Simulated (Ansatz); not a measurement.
C5H7N, SMILES `Cc1ccc[nH]1`, charge 0, multiplicity 1.

**Question.** Give a relaxed structure at PBE0-D4/def2-TZVP (the Gaussian-basis code of Ansatz). (An estimate is asked.)

**Answer.** Computed: 
```xyz
13

C    -0.603    0.999   -1.528
C    -0.197    0.243   -0.318
C    -0.850    0.023    0.870
C    -0.008   -0.770    1.690
C     1.136   -1.013    0.980
N     1.009   -0.394   -0.232
H    -1.595    1.427   -1.380
H    -0.648    0.360   -2.416
H     0.083    1.824   -1.748
H    -1.832    0.397    1.119
H    -0.219   -1.123    2.688
H     2.024   -1.570    1.234
H     1.701   -0.405   -0.958
```
Point group Cs.
This is one stationary point; other conformers may exist.
